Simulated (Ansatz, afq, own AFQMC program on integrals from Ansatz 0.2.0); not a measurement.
# Where AFQMC and coupled cluster stand for Rh⁺, quintet

A free Rh cation.

Basis def2-TZVPP with its core potentials. Only valence electrons are correlated. Ansatz 0.2.0 and our own AFQMC program on the same integrals; the CISD trial comes from CCSD amplitudes, and released means the phaseless constraint is let go. Uncertainties: one standard error, sampling alone. No spin–orbit coupling. The metal's outer-core s and p shells are frozen, which shifts wave-function levels against functionals.

Determinant: UHF, the one that the program's search chose, which needn't be the lowest solution.

No full CI on the walks' own integrals is used here; CCSDT(Q) serves as the reference and is uncertain by about the last step of the cluster series.

Cautions: no spin-orbit coupling; outer-core shells of the metal frozen; another spin lies lower (by 2.10 eV); the released energies move by 1.5 errors or more from one time to the next, so no released level is given (meV from the phaseless value at times in 1/Eh: -3.3 ± 1.1 at 0.60, -7.4 ± 1.6 at 1.20, -5.0 ± 1.8 at 2.00, -2.1 ± 1.5 at 3.00, -6.3 ± 2.5 at 4.20), though the last usable value meets CCSDT(Q) within the noise.

* T1 diagnostic: 0.0077
* weight of the determinant in the CISD state: 0.955
* ⟨S²⟩ of the determinant: 6.004
* size of the correlated space: 8 electrons in 52 orbitals

| level | correlation energy (eV) |
| --- | --- |
| MP2 | -4.9073 |
| CCSD | -4.9696 |
| CCSD(T) | -5.0985 |

Question: Estimate where phaseless AFQMC with a CISD trial lies against CCSD(T) on the same integrals.

Answer: 0.02 ± 0.04 mEh above CCSD(T). The gap is under twice the noise, so this walk alone can't tell the two apart.

Reference: CCSDT(Q), correlation energy -5.103 eV.

```json
{"level": "CCSD(T)", "E − E(reference) (mEh)": "0.15", "share of correlation (%)": "99.92"}
{"level": "CCSDT", "E − E(reference) (mEh)": "0.05", "share of correlation (%)": "99.97"}
{"level": "ph-AFQMC/CISD", "E − E(reference) (mEh)": "0.17 ± 0.04", "share of correlation (%)": "99.91"}
```

A walk keeps the symmetry of its determinant, which the program's search chose and which needn't be the lowest solution, so a lower state of the same spin and another symmetry isn't excluded.
